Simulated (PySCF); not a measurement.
Isomers of C2H4F2O, one GFN2-xTB conformer each. Single-point energies are computed at PBE0/pcSseg-1 (PySCF, gas phase, no added dispersion term), electronic only.

Problem. Rank them by PBE0/pcSseg-1 energy, lowest first (kJ/mol).
A. `[CH3:1][O:2][CH:3]([F:4])[F:5]` with C1–O2–C3–F4 72°
B. `[OH:1][CH2:2][CH:3]([F:4])[F:5]` with H–O1–C2–C3 -63°, O1–C2–C3–F4 69° (HCF2CH2OH)

Solution. A (0.0), B (6.4).

As drawn, the higher has an O–H bond, which the lower lacks. Neighbours under 10 kJ/mol apart (COC(F)F and OCC(F)F) can change places with a better method, another conformer or zero-point energy. GFN2-xTB itself gives, in the same order: 0.0, 19.8. Both levels put the same isomer lowest.

Problem. Which frontier levels, dipoles and rotational constants go with these structures?

Solution. 
```csv
SMILES,"HOMO (eV, PBE0/pcSseg-1)",LUMO (eV),dipole (D),"A, B, C (MHz)"
COC(F)F,-8.95,1.44,3.09,"9505, 4052, 3073"
OCC(F)F,-8.41,1.32,0.64,"9144, 3673, 2832"
```

Problem. As an exercise, what shares would exp(−E/RT) give at 2000 K from these electronic energies alone (no entropy, no degeneracies)?

Solution. RT = 16.629 kJ/mol: COC(F)F 59.5 %, OCC(F)F 40.5 %.
